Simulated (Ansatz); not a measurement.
Input file:

```yaml
crystal:
  periodic: [false, false, false]
  atoms:
    - { symbol: Al, position_ang: [-0.3954, 1.5276, 0.9511] }
    - { symbol: O, position_ang: [0.0511, -0.2703, -0.188] }
    - { symbol: C, position_ang: [0.0066, -1.5817, -0.6629] }
    - { symbol: H, position_ang: [-1.6059, 2.3557, 0.4748] }
    - { symbol: H, position_ang: [-0.08, 1.4285, 2.4579] }
    - { symbol: H, position_ang: [0.8549, 0.7096, -0.3875] }
    - { symbol: H, position_ang: [1.1909, 1.6267, -0.2676] }
    - { symbol: H, position_ang: [0.1755, -1.5876, -1.7446] }
    - { symbol: H, position_ang: [0.7752, -2.1894, -0.1756] }
    - { symbol: H, position_ang: [-0.9729, -2.0191, -0.4576] }
magnetization:
  spin_polarized: true
basis:
  gaussian: { orbitals: cc-pVDZ }
hamiltonian:
  xc: pbe0
relax:
  f_tol: 0.15
  max_steps: 25
  restrain:
    - { distance: [0, 6], at: 1.52, k: 30.0 }
    - { distance: [5, 1], at: 0.97, k: 30.0 }
    - { distance: [0, 1], at: 3.17, k: 30.0 }
    - { distance: [5, 6], at: 1.92, k: 30.0 }
```

Run as:

```bash
$ ansatz run input.yaml --threads 2 --pin off --max-ram 3072MiB --backend cpu --events-out ev --progress --plain --runs-dir out
```

Hardware: 2 threads of Arm Neoverse V1, with other jobs on the host.

Task: Roughly how long does this run take, and how much memory?

Result: 28 s, with a peak of 0.2 GiB, for 11 ionic steps.
